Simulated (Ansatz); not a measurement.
# OH (SMILES [OH]): UCCSD(T)/cc-pVDZ

Aim: the vertical electron affinity of OH at UCCSD(T)/cc-pVDZ, from 2 runs. 

The calculation is run with Ansatz 0.2.0.

62 further runs of the same task are left out: 62 set aside as unsound or not needed.

### Step 1. The molecule

OH: 2 atoms, total charge 0, spin state doublet. As SMILES, `[OH]`. Geometry: relaxed at GFN2-xTB.

Bond lengths: O1–H2 0.963 Å.

### Step 2. The energy at UCCSD(T)/cc-pVDZ

job.yaml

```yaml
crystal:
  periodic: [false, false, false]
  atoms:
    - {symbol: O, position_ang: [0.411770, -0.131830, 0.212430]}
    - {symbol: H, position_ang: [-0.411770, 0.131830, -0.212430]}
basis:
  gaussian:
    orbitals: cc-pVDZ
magnetization:
  spin_polarized: true
  initial_magnetization: 1
correlation:
  method: ccsd_t
  frozen_orbitals: {H: 0, O: 1}
accuracy: high
scf:
  omitted_lower_state_checks: [cluster_reference, increment]
```

The run is started by

```bash
$ ansatz run job.yaml --threads 1 --pin off --max-ram 2610MiB --events-out events.jsonl --progress --plain --runs-dir runs
```

Log (excerpt; [...] marks lines left out):

```text
Warning: RAYON_NUM_THREADS=1 ignored (pool sized by the plan → 1); use --threads N
Functional definition: HF
  name "HF"
[...]
305 factors; integrals over basis functions are off by at most 1.6e-9 eV
[...]
mean field -2051.57402050 eV, -75.3939546466 hartree, gradient 1.1e-8 eV, S^2 0.754524; 2 other end points of the search recorded, 0 dependent functions left out
1 core orbitals not correlated: weight in the atoms' cores, before any rotation towards them, 1.000 or more for the frozen orbitals, at most 0.000 for the correlated occupied ones
reference -2051.57402050 eV, -75.3939546466 hartree; 4, 3 occupied and 14, 15 virtual orbitals, 305 factors
second order -4.04816837 eV of doubles, -0.00000000 eV of singles
cycle   1  -4.34462962 eV  change   -3.0e-1 eV  update   2.8e-2
[...]
cycle  19  -4.44759281 eV  change   1.2e-10 eV  update  3.7e-10
perturbative correction -0.04671826 eV, -0.0017168644 hartree
Total energy: -2056.06833158 eV, -75.5591175322 hartree
Checks for a lower state left out: cluster_reference, increment
```

Run time: 0.26 s. Hardware: 1 thread of Arm Neoverse V2, shared host.

### Step 3. The singlet anion

molecule.yaml

```yaml
crystal:
  periodic: [false, false, false]
  atoms:
    - symbol: O
      position_ang: [0.411770, -0.131830, 0.212430]
    - symbol: H
      position_ang: [-0.411770, 0.131830, -0.212430]
basis:
  gaussian:
    orbitals: cc-pVDZ
total_charge: -1
correlation:
  method: ccsd_t
  frozen_orbitals: {H: 0, O: 1}
accuracy: high
scf:
  omitted_lower_state_checks: [cluster_reference, increment]
```

The run is started by

```bash
$ ansatz run molecule.yaml --threads 1 --pin off --max-ram 2610MiB --events-out events.jsonl --progress --plain --runs-dir runs
```

Log (excerpt; [...] marks lines left out):

```text
Warning: RAYON_NUM_THREADS=1 ignored (pool sized by the plan → 1); use --threads N
[... 2 set-up lines as earlier in the session ...]
[...]
305 factors; integrals over basis functions are off by at most 1.6e-9 eV
[...]
mean field -2049.85701540 eV, -75.3308558730 hartree, gradient 1.4e-8 eV, S^2 0.000000; 0 other end points of the search recorded, 0 dependent functions left out
1 core orbitals not correlated: weight in the atoms' cores, before any rotation towards them, 1.000 or more for the frozen orbitals, at most 0.000 for the correlated occupied ones
reference -2049.85701540 eV, -75.3308558730 hartree; 4, 4 occupied and 14, 14 virtual orbitals, 305 factors
second order -5.29401044 eV of doubles, -0.00000000 eV of singles
cycle   1  -5.38868787 eV  change   -9.5e-2 eV  update   3.1e-2
[...]
cycle  18  -5.49536202 eV  change  -3.0e-10 eV  update  3.1e-10
perturbative correction -0.06137376 eV, -0.0022554441 hartree
Total energy: -2055.41375118 eV, -75.5350621464 hartree
Checks for a lower state left out: cluster_reference, increment
```

It took 0.14 s on 1 thread of Arm Neoverse V2, shared host.

### Step 4. What came out

At UCCSD(T)/cc-pVDZ, 1 core orbital frozen:

| quantity | value |
| --- | --- |
| doublet OH: total energy | -75.55912 Eh |
| doublet OH: correlation energy (1 core orbital frozen) | -165.2 mEh |
| doublet OH: (T) correction | -1.72 mEh |
| doublet OH: ⟨S²⟩ of the reference determinant | 0.755 |
| doublet OH: T1 diagnostic | 0.006 |
| singlet anion: total energy | -75.53506 Eh |
| singlet anion: correlation energy (1 core orbital frozen) | -204.2 mEh |
| singlet anion: (T) correction | -2.26 mEh |
| singlet anion: T1 diagnostic | 0.005 |
| vertical electron affinity (to the singlet anion) | -0.655 eV |

In words: The anion lies 0.65 eV (15.1 kcal/mol) above the neutral: the electron isn't bound at this level, and such a value depends on the basis. Without diffuse functions anions come out too high. The triples (doublet OH) make up 1.0 % of the correlation energy. The triples (singlet anion) make up 1.1 % of the correlation energy.
